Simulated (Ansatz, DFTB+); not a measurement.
## Ladder of methods for the c axis length of hcp Zr

Reference value: 5.148 Å (measured, 293 K, no zero-point or thermal correction; as tabulated in Wikipedia's data pages).

Q: What do GFN1-xTB, LDA, PBE, PBE-D3(BJ), r²SCAN, HSE06 give, and how far is each from the reference?

A: 
```
level (code)         value (Å)  difference (%)
-------------------  ---------  --------------
GFN1-xTB (DFTB+)         6.169           +19.8
LDA (Ansatz)             5.083           -1.26
PBE (Ansatz)             5.169           +0.41
PBE-D3(BJ) (Ansatz)      5.120           -0.54
r²SCAN (Ansatz)          5.153           +0.10
HSE06 (Ansatz)           5.118           -0.58
```

The reference is not for a static lattice or low temperature, so close values are not ranked against it. Off by more than 1.75 % (a bound picked here): GFN1-xTB (+19.8 %).

The measured value isn't corrected to a static lattice, so vibrations enter the comparison. A static lattice is as a rule a little smaller than the measured one.  GFN1-xTB: the cell moved over 20 % in volume from its start. GFN1-xTB: the method was fitted mainly to molecules. Cutoffs and k meshes differ between the levels. Ansatz's density-functional and Hartree–Fock values are scalar-relativistic unless marked +SOC, with PAW data made under PBE.

Differences are worked out from the printed values.

Ansatz is an electronic-structure program.
